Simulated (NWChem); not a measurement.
## Correlation energy of water (H₂O)

```
O
H 1 0.9747
H 1 0.9747 2 102.04
```
Charge 0, spin multiplicity 1.

All runs are NWChem calculations. Structure: optimised with PBE/def2-SVP, a minimum by its harmonic frequencies.

Basis set: cc-pVTZ. Each correlation energy counts from its own Hartree-Fock reference.

The correlated methods keep 1 core orbital frozen. Coupled-cluster values serve here as a point of comparison, not as the truth.

For the correlation energy, MP2 gives -263.0 mHa and CR-CCSD(T) gives -275.6 mHa. What do CCSD(T), CCSD+T(CCSD) give?

CCSD(T): -276.6 mHa; CCSD+T(CCSD): -276.8 mHa.
